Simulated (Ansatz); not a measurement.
# BHS+ (doublet): the correlation ladder, cc-pVTZ

How much of the correlation energy of BHS+ (doublet) does each wave-function method recover here?

Program: Ansatz 0.2.0, Gaussian basis. Level of theory: cc-pVTZ, core rule «outside noble gas», up to 6 orbitals frozen. These are calculated values, not measurements.

The runs, in order: UHF; CCSD(T) on ROHF; CCSD(T) on UHF; BCCD(T) on ROHF; CCSDT(Q) on ROHF; CCSDT(Q) on UHF; CASSCF and MRCISD+Q, 9 electrons in 9 orbitals; CASSCF and NEVPT2, 9 electrons in 9 orbitals.

10 further runs of the same task are left out: 4 for a known fault of the program, 6 set aside as unsound or not needed.

### Step 1. What is computed

The geometry is a PBE0/def2-TZVP stationary point (not a proven minimum) of the parent state, kept for this charge and spin.

3 atoms, charge 1, spin multiplicity 2.

Atoms are counted from 1 here; the program's logs count them from 0.

Bond lengths: B1–S2 1.769 Å, B1–H3 1.201 Å. Angles: S2–B1–H3 116.3°.

### Step 2. UHF

The input, in.yaml:

```yaml
crystal:
  periodic: [false, false, false]
  atoms:
    - {symbol: B, position_ang: [0.000000, -0.194210, 1.266050]}
    - {symbol: S, position_ang: [0.000000, 0.040248, -0.487697]}
    - {symbol: H, position_ang: [0.000000, 0.802670, 1.935360]}
basis:
  gaussian: {orbitals: cc-pVTZ}
total_charge: 1
magnetization: {spin_polarized: true, initial_magnetization: 1}
hamiltonian: {xc: hf}
output: {orbitals: {seedname: orbitals}}
```

Run with:

```bash
$ ansatz run in.yaml --threads 1 --pin off --events-out ev --progress --plain --max-ram 2816MiB --backend cpu
```

After this run come: CCSD(T) on ROHF; CCSD(T) on UHF; BCCD(T) on ROHF; CCSDT(Q) on ROHF; CCSDT(Q) on UHF; CASSCF and MRCISD+Q, 9 electrons in 9 orbitals; CASSCF and NEVPT2, 9 electrons in 9 orbitals.

**Question.** What will the summary of the whole plan be? Wanted: UCCSDT(Q) below the RHF energy; RMP2 from UCCSDT(Q); UMP2 from UCCSDT(Q); RCCSD from UCCSDT(Q); RCCSD(T) from UCCSDT(Q); UCCSD(T) from UCCSDT(Q); RCCSDT(Q) from UCCSDT(Q); NEVPT2 valence from UCCSDT(Q); MRCISD+Q valence from UCCSDT(Q).

**Answer**, as computed:

| quantity | value |
| --- | --- |
| UCCSDT(Q) below the RHF energy | -7.2227 eV |
| RMP2 from UCCSDT(Q) | +119.7 kJ/mol |
| UMP2 from UCCSDT(Q) | +122.3 kJ/mol |
| RCCSD from UCCSDT(Q) | +41.1 kJ/mol |
| RCCSD(T) from UCCSDT(Q) | +6.7 kJ/mol |
| UCCSD(T) from UCCSDT(Q) | +6.8 kJ/mol |
| RCCSDT(Q) from UCCSDT(Q) | +0.7 kJ/mol |
| NEVPT2 valence from UCCSDT(Q) | +104.3 kJ/mol |
| MRCISD+Q valence from UCCSDT(Q) | +5.7 kJ/mol |
| levels within 1 kcal/mol (43 meV) | RCCSDT, UCCSDT, RCCSDT(Q) |
| T1 diagnostic | 0.035 |
| effectively unpaired electrons | 1.05 |

RCCSD(T) lands +6.7 kJ/mol from the yardstick (1.0 % of the correlation energy). One determinant dominates. Of the multireference levels listed MRCISD+Q valence comes nearest in total energy (+5.7 kJ/mol), which doesn't show that its space is the better one. These misses are within one basis, not against nature; the frozen cores of restricted and unrestricted runs differ, which can shift their rows.
